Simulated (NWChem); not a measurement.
# Correlation energy of CH3

```
C
H 1 1.0908
H 1 1.0908 2 120.00
H 1 1.0908 2 120.00 3 180.00
```
Charge 0, spin multiplicity 2.

All runs are NWChem calculations. The geometry was optimised at UB3LYP/def2-SVP, a minimum by its harmonic frequencies.

Basis set: cc-pVDZ. Each correlation energy counts from its own Hartree-Fock reference.

The correlated methods keep 1 core orbital frozen. The structure started from a generated list of species. The unpaired electrons of the parent sit in orbitals of symmetry b2 (C2v labels of the run); other states weren't searched. No SCF solution was tested for a lower state. Open-shell Hartree-Fock references start from PBE0 orbitals. No row is a measurement; the coupled-cluster row has its own basis-set and correlation limits.

```json
[
 {"method": "UMP2", "correlation energy (mHa)": "-127.0"},
 {"method": "CCSD(T) on ROHF", "correlation energy (mHa)": "-157.0"},
 {"method": "SCS-UMP2", "correlation energy (mHa)": "…"},
 {"method": "CCSD[T] on ROHF", "correlation energy (mHa)": "-157.0"},
 {"method": "CCSD(T) on UHF", "correlation energy (mHa)": "-152.7"},
 {"method": "CCSDT on ROHF", "correlation energy (mHa)": "…"},
 {"method": "CCSD on UHF", "correlation energy (mHa)": "-150.0"},
 {"method": "URI-MP2", "correlation energy (mHa)": "-127.0"},
 {"method": "CCSD on ROHF", "correlation energy (mHa)": "-154.2"},
 {"method": "CCSD[T] on UHF", "correlation energy (mHa)": "-152.7"}
]
```

Question: What belongs in the gaps?

Answer: 
- SCS-UMP2, correlation energy (mHa): -131.2
- CCSDT on ROHF, correlation energy (mHa): -157.3
